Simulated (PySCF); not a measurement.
Gas-phase reaction: 5 S + 2 AlH3 = 2 AlS + 3 H2S

Method: PySCF energies plus ideal-gas RRHO corrections (1 bar). † marks an energy on the PBE0/def2-TZVP geometry and frequencies; other levels use their own. MP2 freezes the core. 6-31G* has spherical d functions here. Open shells (unrestricted): S (multiplicity 3), AlS (multiplicity 2); the rest are closed-shell singlets. Spin-orbit splitting is ignored; it lowers the true energy and changes the entropy of S. B3LYP is the form with VWN-RPA correlation. AlH3: computed as isolated molecules; such fragments, hydroxides, amides, oligomers or adducts are transient or little studied in the gas. MP2 isn't extrapolated to the basis-set limit.

```tsv
level	ΔH°(298 K), kJ
B3LYP/6-31G*	(withheld)
B3LYP/def2-TZVP†	-1260
BLYP/def2-TZVP†	(withheld)
M06-2X/def2-TZVP†	-1336
MP2/def2-TZVPP†	-1293
```

**Question.** Fill in the missing entries.

**Answer.** 
- B3LYP/6-31G*, ΔH°(298 K), kJ: -1181
- BLYP/def2-TZVP†, ΔH°(298 K), kJ: -1297
